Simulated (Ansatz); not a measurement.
Start from `OCC(O)(F)F` and change one atom or group to get `OCC(F)(F)F`.

Ansatz, PBE0-D4/def2-TZVP geometries, multiplicity 1. Each molecule was computed in one conformer, which needn't be the lowest.

| property | `OCC(O)(F)F` |
| --- | --- |
| HOMO–LUMO gap (B3LYP/def2-TZVPP) / eV | 8.55 |
| LUMO energy (PBE0/def2-TZVPP) / eV | 0.74 |
| HOMO–LUMO gap (ωB97M-V/def2-TZVPP) / eV | 13.13 |
| HOMO energy (PBE/def2-TZVPP) / eV | -6.71 |
| HOMO–LUMO gap (PBE0/def2-TZVPP) / eV | 9.21 |
| LUMO energy (ωB97M-V/def2-TZVPP) / eV | 2.19 |

Question: What does the change do to each property? (Best estimate.)

Answer: Computed: 
| property | `OCC(F)(F)F` | shift |
| --- | --- | --- |
| HOMO–LUMO gap (B3LYP/def2-TZVPP) / eV | 9.06 | 0.51 |
| LUMO energy (PBE0/def2-TZVPP) / eV | 0.85 | 0.11 |
| HOMO–LUMO gap (ωB97M-V/def2-TZVPP) / eV | 13.66 | 0.53 |
| HOMO energy (PBE/def2-TZVPP) / eV | -7.07 | -0.36 |
| HOMO–LUMO gap (PBE0/def2-TZVPP) / eV | 9.70 | 0.49 |
| LUMO energy (ωB97M-V/def2-TZVPP) / eV | 2.34 | 0.15 |

With PBE0 the HOMO falls by 0.38 eV and the LUMO rises by 0.11 eV, so the gap widens by about 0.49 eV. PBE moves the HOMO by -0.36 eV and ωB97M-V by -0.38 eV.

B3LYP here is the variant with VWN-RPA as its local correlation; programs differ in this.
